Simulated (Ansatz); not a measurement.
Input for Ansatz (development build ahead of 0.2.0):

```yaml
crystal:
  periodic: [false, false, false]
  atoms:
    - { symbol: C, position_ang: [0.2324, 0.3975, 1.1502] }
    - { symbol: C, position_ang: [-0.0402, -0.0688, -0.1991] }
    - { symbol: C, position_ang: [-0.2673, -0.4572, -1.3232] }
    - { symbol: H, position_ang: [-0.583, 1.0387, 1.5196] }
    - { symbol: H, position_ang: [0.3385, -0.4483, 1.8473] }
    - { symbol: H, position_ang: [1.1643, 0.9829, 1.1859] }
    - { symbol: H, position_ang: [-0.4687, -0.8018, -2.3203] }
basis:
  gaussian: { orbitals: def2-SVP }
magnetization:
  initial_magnetization: 2
hamiltonian:
  xc: hf
output:
  forces: true
```

The input is written out in the form of the current development build from the run's settings.

The run gave:

```yaml
Converged: yes
Total_energy: -115.59086 hartree
Spin_squared_of_the_determinant: 2.000
Stability_test: minimum among restricted orbitals
```

Forces (eV/Å):
```
atom      Fx      Fy       Fz
  C1  -0.003   0.042    0.093
  C2   2.459   3.460   10.558
  C3  -2.376  -3.869  -11.339
  H4   0.127   0.046    0.259
  H5  -0.058   0.238   -0.161
  H6  -0.264  -0.121    0.006
  H7   0.115   0.204    0.584
```

Caution: another spin multiplicity may lie lower.
